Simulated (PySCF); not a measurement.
SMILES FCF (CH2F2), B3LYP/def2-SVP optimised geometry.

```
5

F     -0.77     0.95     0.00
C     -0.33    -0.33     0.00
F     -0.77    -0.95     1.12
H      0.77    -0.33     0.00
H     -0.74    -0.85    -0.89
```

Density from B3LYP/def2-TZVP (PySCF 2.14.0) at that geometry.

Minimum of the electron density along straight lines between bonded atoms, close to the bond critical point (lines longer than 1.1 times the sum of covalent radii, or with two minima, are not listed):

```json
[
 {"bond": "F1–C2", "length / Å": "1.352", "ρ at the minimum / e bohr⁻³": "0.268", "∇²ρ there / e bohr⁻⁵": "-0.31", "position (fraction from the first atom)": "0.66"},
 {"bond": "C2–F3", "length / Å": "1.352", "ρ at the minimum / e bohr⁻³": "0.268", "∇²ρ there / e bohr⁻⁵": "-0.31", "position (fraction from the first atom)": "0.34"},
 {"bond": "C2–H4", "length / Å": "1.105", "ρ at the minimum / e bohr⁻³": "0.291", "∇²ρ there / e bohr⁻⁵": "-1.07", "position (fraction from the first atom)": "0.66"},
 {"bond": "C2–H5", "length / Å": "1.105", "ρ at the minimum / e bohr⁻³": "0.291", "∇²ρ there / e bohr⁻⁵": "-1.07", "position (fraction from the first atom)": "0.66"}
]
```
